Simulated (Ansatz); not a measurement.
C4H7FO, SMILES `C=CCOCF`, relaxed with RKS PBE0-D4/def2-TZVP in Ansatz from a PBE-D4/def2-SVP geometry. The force threshold is 0.005 eV/Å; the program also tests the step.

Total charge 0; spin multiplicity 1.

Start:

```xyz
13

C    -2.329   -0.355    0.821
C    -1.025   -0.673    0.804
C    -0.065   -0.260   -0.268
O     1.113    0.283    0.342
C     2.021    0.796   -0.553
F     2.600   -0.198   -1.336
H    -3.001   -0.723    1.611
H    -2.780    0.278    0.038
H    -0.595   -1.302    1.602
H     0.220   -1.143   -0.887
H    -0.527    0.489   -0.955
H     1.548    1.524   -1.261
H     2.820    1.285    0.045
```

(1) How much energy does the relaxation release, and in how many steps? (An estimate is asked.)

(2) Which bonds change most? (Best estimate.)

(3) Give the relaxed structure. (Best estimate.)

## Answers

(1) Computed: 6.38 kJ/mol, in 15 steps, 3 of them rejected.

(2) Ansatz gave: C5–H12 from 1.121 to 1.099 Å; C5–H13 from 1.111 to 1.091 Å; C3–H11 from 1.117 to 1.098 Å; C1–C2 from 1.342 to 1.324 Å.

(3) The calculation gave: 
```xyz
13

C    -2.297   -0.351    0.832
C    -1.018   -0.690    0.778
C    -0.082   -0.235   -0.283
O     1.070    0.329    0.335
C     2.001    0.791   -0.547
F     2.635   -0.250   -1.202
H    -2.954   -0.735    1.602
H    -2.736    0.321    0.100
H    -0.593   -1.356    1.525
H     0.224   -1.085   -0.906
H    -0.561    0.510   -0.931
H     1.555    1.420   -1.329
H     2.756    1.333    0.026
```
